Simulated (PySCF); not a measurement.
Molecule: `CS(C)=O`, C2H6OS.

Bonds (- single, = double, # triple, : aromatic): C1-S2 1.814 Å, S2-C3 1.816 Å, S2=O4 1.500 Å. C1 carries H5, H6, H7; C3 carries H8, H9, H10.

Geometry PBE0-D3(BJ)/def2-SVP throughout; GIAO in PySCF, gas phase, one conformer, non-relativistic; equivalent atoms averaged; functional PBE0.

Question: How do the shifts δ (against TMS, CS2, H2O at the same level) depend on the basis set? (ppm; last column core-seconds on shared hosts with different chips, so compare them loosely)

Answer: 
```
    basis set  functions  C1/C3     S2    O4  H5/H6/H7/H8/H9/H10  core-s
       STO-3G         30   28.7   12.6  94.8                1.24       2
        6-31G         52   41.7  189.9  62.8                2.09     3.9
     pcSseg-0         52   48.0  212.3  89.9                2.28     6.3
       6-31G*         72   40.4  279.1  37.9                2.01     4.9
     def2-SVP         90   42.3  263.7  58.1                2.02     5.5
      cc-pVDZ         90   43.1  254.6  69.0                2.05      11
     pcSseg-1        105   44.4  280.9  69.3                2.19      11
  aug-cc-pVDZ        150   43.5  265.3  59.3                2.28      20
6-311+G(2d,p)        152   44.5  320.5  56.0                2.24      12
    def2-TZVP        166   44.3  339.7  60.2                2.16      14
      cc-pVTZ        208   43.9  286.5  64.0                2.17      33
     IGLO-III        209   45.3  333.3  59.3                2.22      33
     pcSseg-2        235   45.3  322.8  60.4                2.17      15
```

Question: Which nucleus moves most, in ppm?

Answer: S2 (sulfoxide sulfur): from 12.6 ppm with STO-3G to 339.7 ppm with def2-TZVP. The smallest spread is 1.05 ppm, at H5/H6/H7/H8/H9/H10. Proton shifts span only some 12 ppm, so a few tenths of a ppm matter as much there as several ppm in carbon.

Question: Taking the largest basis, pcSseg-2 (235 functions), as the yardstick, rank the others by their worst heavy-atom deviation.

Answer: 6-311+G(2d,p) 4.4 ppm (152 functions), IGLO-III 10.5 ppm (209 functions), def2-TZVP 16.8 ppm (166 functions), cc-pVTZ 36.3 ppm (208 functions), pcSseg-1 41.9 ppm (105 functions), 6-31G* 43.7 ppm (72 functions), aug-cc-pVDZ 57.5 ppm (150 functions), def2-SVP 59.1 ppm (90 functions), cc-pVDZ 68.2 ppm (90 functions), pcSseg-0 110.5 ppm (52 functions), 6-31G 133.0 ppm (52 functions), STO-3G 310.2 ppm (30 functions).

A small basis that lands close on one nucleus may do so by chance; judge by the trend and by all nuclei.
